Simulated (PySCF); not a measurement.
# HF⁺ (quartet): changing the method

Aim: see what other levels and later steps give for HF⁺ (quartet).

Computed with PySCF 2.14.0. Level: method and basis as typed in the scripts.

## 1. Starting geometry

HF⁺ (quartet): 2 atoms, charge 1, spin multiplicity 4.

Bond lengths: H1–F2 1.035 Å.

## 2. Base script

File input.py:

```python
from pyscf import gto, dft

mol = gto.M(
    atom='H 0 0 0; F 0 0 1.035',
    basis='minao',
    charge=1,
    spin=3,
    verbose=3,
)
mf = dft.ROKS(mol, xc='pw91')
mf = mf.density_fit(auxbasis='def2-universal-jkfit')
mf.kernel()
mf.analyze()
print('orbital energies (hartree):', mf.mo_energy[..., max(0, mol.nelec[1]-3):mol.nelec[0]+3].round(4))
```

Command:

```sh
OMP_NUM_THREADS=1 python input.py
```

## 3. Pbe0

Run 1 changes functional: pw91 → pbe0.

input.py, as its differences from that of step 2:

```diff
@@ -9,3 +9,3 @@
 )
-mf = dft.ROKS(mol, xc='pw91')
+mf = dft.ROKS(mol, xc='pbe0')
 mf = mf.density_fit(auxbasis='def2-universal-jkfit')
```

## 4. R2scan

Run 2 changes functional: pw91 → r2scan.

input.py, as its differences from that of step 2:

```diff
@@ -9,3 +9,3 @@
 )
-mf = dft.ROKS(mol, xc='pw91')
+mf = dft.ROKS(mol, xc='r2scan')
 mf = mf.density_fit(auxbasis='def2-universal-jkfit')
```

## 5. Bp86

Run 3 changes functional: pw91 → bp86.

input.py, as its differences from that of step 2:

```diff
@@ -9,3 +9,3 @@
 )
-mf = dft.ROKS(mol, xc='pw91')
+mf = dft.ROKS(mol, xc='bp86')
 mf = mf.density_fit(auxbasis='def2-universal-jkfit')
```

## 6. Hcth407

Run 4 changes functional: pw91 → hcth407.

input.py, as its differences from that of step 2:

```diff
@@ -9,3 +9,3 @@
 )
-mf = dft.ROKS(mol, xc='pw91')
+mf = dft.ROKS(mol, xc='hcth407')
 mf = mf.density_fit(auxbasis='def2-universal-jkfit')
```

Q: Predict the outcome of this session. Wanted: for each run, E(SCF); from base.

As calculated:

```
    run  E(SCF) (hartree)  from base (eV)
   base        -99.233400               0
   pbe0        -99.181393  not comparable
 r2scan        -99.226147  not comparable
   bp86        -99.258974  not comparable
hcth407        -99.229484  not comparable
```

In words: A lower total energy from another functional means nothing by itself.
